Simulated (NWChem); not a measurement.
**Correlation energy of CH2**

```xyz
3

C      0.0000     0.0000     0.1799
H      0.8622     0.0000    -0.5398
H     -0.8622     0.0000    -0.5398
```
Charge 0, spin multiplicity 1.

Everything below was run with NWChem. All single points use one geometry, from B3LYP/def2-SVP, a minimum by its harmonic frequencies.

Basis set: 3-21G. Each correlation energy counts from its own Hartree-Fock reference.

The correlated methods keep 1 core orbital frozen. The structure started from a generated list of species. Coupled-cluster values serve here as a point of comparison, not as the truth.

### Question
One of these methods gave a correlation energy of -65.9 mHa. Which?
A. CCSD+T(CCSD)
B. CCSD
C. MP2
D. SCS-MP2

### Answer
C, MP2. The others give -72.3 (SCS-MP2), -87.8 (CCSD), -89.4 (CCSD+T(CCSD)).
